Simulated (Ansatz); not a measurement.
C3H4N2 can be A, `N=C1CC1=N`, or B, `CC(=N)C#N`.

Computed with Ansatz on PBE0-D4/def2-TZVP structures; ΔE is electronic, products minus reactants. CCSD(T)/CBS adds triple-zeta CCSD(T) − MP2 to the extrapolated MP2 energy (def2 sets, frozen cores). DFT in def2-TZVPP. B3LYP here is the variant with VWN-RPA as its local correlation; programs differ in this. Each species was taken in one conformer, which may not be the lowest.

A:

Z-matrix (Å, degrees):
```
C
C 1 1.491
C 1 1.491 2 57.8
H 1 1.089 2 118.4 3 107.4
H 1 1.090 2 118.4 3 -107.4
N 2 1.255 1 143.3 3 180.0
N 3 1.255 1 143.3 2 -180.0
H 6 1.022 2 110.6 1 180.0
H 7 1.022 3 110.6 1 179.9
```

B:

```xyz
9

C     0.4821    0.3197   -0.8218
C    -0.1941   -0.2935    0.3651
N    -0.2446   -1.5143    0.6949
C    -0.8703    0.6555    1.2302
N    -1.3844    1.4593    1.8719
H     1.2251    1.0523   -0.4967
H     0.9701   -0.4479   -1.4228
H    -0.2465    0.8533   -1.4375
H     0.2625   -2.0843    0.0167
```

Problem. Which is lower in electronic energy at CCSD(T)/CBS, and by how much? (Best estimate.)

Solution. Ansatz gave: B, by 50.4 kcal/mol.

Problem. Give E(B) − E(A) in kcal/mol with PBE-D4, CCSD(T)/def2-SVP, B3LYP, ωB97M-V, CCSD/def2-TZVPP, B3LYP-D4, B2PLYP. (An estimate is asked.)

Solution. The calculation gave: PBE-D4 -40.1, CCSD(T)/def2-SVP -52.8, B3LYP -46.9, ωB97M-V -47.5, CCSD/def2-TZVPP -51.9, B3LYP-D4 -46.8, B2PLYP -50.2. None reverses the order clearly.

Problem. Does the order hold for the free energy at 298.15 K (harmonic terms from PBE0-D4)? (Best estimate.)

Solution. Computed: Yes: G(B) − G(A) = -50.7 kcal/mol, for one conformer each.

Largest T1 diagnostic: 0.013.

Leaving LDA and LC-ωPBE aside and taking each functional with its dispersion term where it has one, the values spread over 10.1 kcal/mol, from B2PLYP to PBE-D4. LDA lies +5.0 kcal/mol from PBE without D4. At CCSD(T), def2-SVP lies −2.5 kcal/mol from the extrapolated value and def2-TZVPP −0.8 kcal/mol.
